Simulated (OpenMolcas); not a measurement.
# S2F2 (Thio-thionyl fluoride): levels of theory compared

Wanted: a comparison of 5 runs (B2PLYP/STO-3G, B3LYP/STO-3G, M06-2X/STO-3G, PBE0/STO-3G, MP2/STO-3G) of S2F2 (Thio-thionyl fluoride). 

The calculation is run with OpenMolcas 26.06.

4 further runs of the same task are left out: 4 that didn't finish.

## 1. The molecule

S2F2 has 4 atoms, charge 0, and is taken as a singlet. As SMILES, `FS(F)=S`. The S2–F3 distance was set to 3.212 Å, away from the relaxed value. At this shape a bond of the SMILES string is far longer than usual.

Bond lengths: F1–S2 1.606 Å, S2–S4 1.859 Å. Angles: F1–S2–S4 107.9°.

## 2. A single-point energy at B2PLYP/STO-3G (run 1)

The input, test.inp:

```
* F2S2 Kohn-Sham DFT
&GATEWAY
BasLib
$CurrDir
Coord
4
angstrom
F       -0.059438       1.629189       1.725982
S       -1.275258       1.202329       0.767662
F        0.313460      -1.382440      -0.286190
S       -1.361878       2.428109      -0.626658
Basis
STO-3G
Group
NoSym
&SEWARD
GridInput
Grid=UltraFine
End of Grid
&SCF
KSDFT
B2PLYP_SCF
Thresholds
1e-10 1e-07 1e-07 1e-05
PrOrbitals
1 1
&MBPT2
Frozen
12
```

The basis set STO-3G is read from a file made from the Basis Set Exchange's data (not shown).

Launch:

```sh
export MOLCAS_MEM=1860
pymolcas test.inp > test.log
```

Output:

```text
--- Start Module: gateway ---
[...]
--- Stop Module: gateway /rc=_RC_ALL_IS_WELL_ ---
[...]
      Basis functions           28
[...]
--- Start Module: scf ---
[...]
       Convergence after  69 Iterations
[...]
::    Total KS-DFT energy                            -983.4541472050
[...]
      Total spin, S                                     0.0000000000
[...]
      Total electronic charge=   50.000000
      Total            charge=   -0.000000
[...]
      Dipole Moment (debye):
      Origin of the operator (angstrom)=   -0.7798    1.1846    0.3126
                   X= -1.2368E+00               Y=  1.6973E+00               Z=  8.8914E-01           Total=  2.2805E+00
      Quadrupole Moment (debye*angstrom):
[...]
--- Stop Module: scf /rc=_RC_ALL_IS_WELL_ ---
[...]
--- Start Module: mbpt2 ---
[...]
 ###    WARNING: MP2 implementation intended for RHF references only         ###
 ###############################################################################
MBPT2 WARNING: Reference function according to RunFile:KS-DFT
I'll assume you know what you're doing and continue
WARNING!
Default frozen orbitals as non valence orbitals is overwritten by user input.
Default values:  12
[...]
       Reference weight ( Cref**2 )         =        0.27899
::    Total MBPT2 energy                             -984.0126581168
[...]
      Total MBPT2 calculations                           0.04      0.04
--- Stop Module: mbpt2 /rc=_RC_ALL_IS_WELL_ ---
[...]
```

Run time: 15 s. Hardware: 1 thread of Arm Neoverse V1, shared host; peak memory 0.37 GiB.

## 3. The energy at B3LYP/STO-3G (run 2)

The input, test.input:

```
* F2S2 Kohn-Sham DFT

&GATEWAY
 BASLIB=$CurrDir
 COORD
 4
 angstrom
 F       -0.059438       1.629189       1.725982
 S       -1.275258       1.202329       0.767662
 F        0.313460      -1.382440      -0.286190
 S       -1.361878       2.428109      -0.626658
 BASIS=STO-3G
 GROUP=NoSym

&SEWARD
 GRIDINPUT
 Grid=UltraFine
 End of Grid

&SCF
 KSDFT=B3LYP
 THRESHOLDS=1e-10 1e-07 1e-07 1e-05
 PRORBITALS=1 1
```

The basis set STO-3G is read from a file made from the Basis Set Exchange's data (not shown).

Launch:

```sh
export MOLCAS_MEM=1860
pymolcas test.input > test.log
```

Output:

```text
--- Start Module: gateway ---
[...]
--- Stop Module: gateway /rc=_RC_ALL_IS_WELL_ ---
--- Start Module: seward ---
[...]
      Basis functions           28
--- Stop Module: seward /rc=_RC_ALL_IS_WELL_ ---
--- Start Module: scf ---
[...]
       Convergence after  67 Iterations
[...]
::    Total KS-DFT energy                            -984.0547141588
[...]
      Total spin, S                                     0.0000000000
[...]
      Total electronic charge=   50.000000
      Total            charge=   -0.000000
[...]
      Dipole Moment (debye):
      Origin of the operator (angstrom)=   -0.7798    1.1846    0.3126
                   X= -1.1211E+00               Y=  1.6292E+00               Z=  1.0087E+00           Total=  2.2200E+00
      Quadrupole Moment (debye*angstrom):
[...]
--- Stop Module: scf /rc=_RC_ALL_IS_WELL_ ---
[...]
```

It took 17 s on 1 thread of Arm Neoverse V1, shared host; peak memory 0.37 GiB.

Runs 3 to 4 aren't shown in full; the table further down has their settings and results.

## 4. A single-point energy at MP2/STO-3G (run 5)

The input, test.inp:

```
* F2S2 MP2
>>> EXPORT MOLCAS_PRINT=2

&GATEWAY
  BasLib=$CurrDir
  Coord
  4
  angstrom
  F       -0.059438       1.629189       1.725982
  S       -1.275258       1.202329       0.767662
  F        0.313460      -1.382440      -0.286190
  S       -1.361878       2.428109      -0.626658
  Basis=STO-3G
  Group=NoSym

&SEWARD

&SCF
  Thresholds=1e-10 1e-07 1e-07 1e-05
  PrOrbitals=1 1

&MBPT2
  Frozen=12
```

The basis set STO-3G is read from a file made from the Basis Set Exchange's data (not shown).

Launch:

```sh
export MOLCAS_MEM=1860
pymolcas test.inp > test.log
```

Output:

```text
--- Start Module: gateway ---
[...]
--- Stop Module: gateway /rc=_RC_ALL_IS_WELL_ ---
[...]
      Basis functions           28
[...]
--- Start Module: scf ---
[...]
       Convergence after  99 Iterations
[...]
::    Total SCF energy                               -982.0305062647
[...]
      Total spin, S                                     0.0000000000
[...]
      Total electronic charge=   50.000000
      Total            charge=   -0.000000
[...]
      Dipole Moment (debye):
      Origin of the operator (angstrom)=   -0.7798    1.1846    0.3126
                   X= -1.4383E+00               Y=  2.0006E+00               Z=  7.9954E-01           Total=  2.5904E+00
      Quadrupole Moment (debye*angstrom):
[...]
--- Stop Module: scf /rc=_RC_ALL_IS_WELL_ ---
[...]
--- Start Module: mbpt2 ---
[...]
WARNING!
Default frozen orbitals as non valence orbitals is overwritten by user input.
Default values:  12
[...]
       Reference weight ( Cref**2 )         =        0.54056
::    Total MBPT2 energy                             -982.3608088533
[...]
      Total MBPT2 calculations                           0.03      0.04
--- Stop Module: mbpt2 /rc=_RC_ALL_IS_WELL_ ---
[...]
```

Wall time 3.6 s (1 thread of Arm Neoverse V1, shared host); peak memory 0.37 GiB.

## 5. All runs side by side

| run | level | frozen core orbitals | integration grid | energy (Eh) | dipole moment (D) of the reference | HOMO energy (eV) | LUMO energy (eV) | wall time |
| --- | --- | --- | --- | --- | --- | --- | --- | --- |
| 1 | B2PLYP/STO-3G | 12 | UltraFine | -983.604945 | 2.28 | -2.97 | -0.59 | 15 s |
| 2 | B3LYP/STO-3G | – | UltraFine | -984.054714 | 2.22 | -2.32 | -1.23 | 17 s |
| 3 | M06-2X/STO-3G | – | UltraFine | -984.060980 | 2.22 | -3.18 | -0.76 | 21 s |
| 4 | PBE0/STO-3G | – | UltraFine | -983.654719 | 2.23 | -2.51 | -1.24 | 30 s |
| 5 | MP2/STO-3G | 12 | – | -982.360809 | 2.59 | -3.67 | 0.55 | 3.6 s |

## 6. Results

```
                                           quantity          value
                                run 5: total energy  -982.36081 Eh
          run 5: dipole moment (mean-field density)         2.59 D
         run 5: HOMO energy (Hartree–Fock orbitals)       -3.67 eV
         run 5: LUMO energy (Hartree–Fock orbitals)        0.55 eV
       run 5: HOMO–LUMO gap (Hartree–Fock orbitals)        4.22 eV
run 5: correlation energy (12 core orbitals frozen)     -330.3 mEh
```

Over runs 1, 2, 3, 4 the dipole moment (its size) runs from 2.22 D (M06-2X/STO-3G) to 2.28 D (B2PLYP/STO-3G). A double hybrid's value is that of its SCF part. Over runs 1, 2, 3, 4 the HOMO–LUMO gap runs from 1.08 eV (B3LYP/STO-3G) to 2.42 eV (M06-2X/STO-3G). For B2PLYP the log adds the whole second-order term; the table takes 0.27 of it, as the functional is defined. Totals of different functionals can't be ranked against each other. In runs 1, 2, 3, 4, 5 the basis is minimal, so the values are rough. In runs 1, 2, 3, 4, 5 a closed-shell determinant meets a far-stretched bond, which it describes badly. All runs together took 86 s, the longest 30 s.
